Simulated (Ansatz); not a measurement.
# Chalcopyrite ZnGeP2

These are PBEsol in Ansatz (PAW) values and carry that method's errors.

Settings: plane-wave cutoff 520 eV, 10×10×10 k mesh, Fermi–Dirac smearing 0.01 eV, scalar-relativistic PAW data made under PBE.

Cell (measured lattice):

Space group I-42d (No. 122); a = b = 5.4600 Å, c = 10.7100 Å, α = β = γ = 90.00°

```csv
atom,site,symmetry,x,y,z
Zn,4a,-4..,0.0000,0.0000,0.0000
Ge,4b,-4..,0.0000,0.0000,0.5000
P,8d,.2.,0.2522,0.2500,0.1250
```
(The calculation used a cell of 8 atoms; values per cell refer to that cell.)

```json
{
  "band_gap": "1.08 eV (indirect)",
  "smallest_direct_gap_on_the_k_points_sampled": "1.22 eV"
}
```

Measured, for comparison: band gap 2.05 eV (temperature not stated, not corrected to a static lattice, pseudodirect, our sources range from 1.80 to 2.20; as tabulated in Rashkeev et al. (1999), arXiv:cond-mat/9809378).

Note: cell and atoms aren't relaxed at this level (pressure -1.1 GPa).

Spin–orbit coupling is not included.

Computed values are for the static lattice.

Computing time: very roughly 4 core-minutes.

Ansatz is a quantum-chemistry and plane-wave program.
